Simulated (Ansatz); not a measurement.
`N=CCF` at its PBE0-D4/def2-TZVP geometry, where that method's forces vanish. Charge 0, multiplicity 1.

```xyz
8

N     1.1214   -0.1383   -1.2143
C     0.6572   -0.4068   -0.0756
C    -0.6003    0.1365    0.5277
F    -1.2297    1.0028   -0.3322
H     0.5079    0.5236   -1.6955
H     1.2033   -1.1048    0.5678
H    -0.3714    0.6705    1.4575
H    -1.2885   -0.6835    0.7647
```

**Question.** What forces (eV/Å) does ωB97M-V/def2-TZVPP give on these atoms in Ansatz? (Estimate.)

**Answer.** Ansatz gave: 
```
N1  -0.028  0.049 -0.059
C2   0.166 -0.127  0.045
C3  -0.059 -0.145  0.358
F4  -0.110  0.169 -0.183
H5   0.022 -0.037  0.039
H6  -0.048  0.062 -0.066
H7  -0.017 -0.053 -0.102
H8   0.074  0.082 -0.032
```
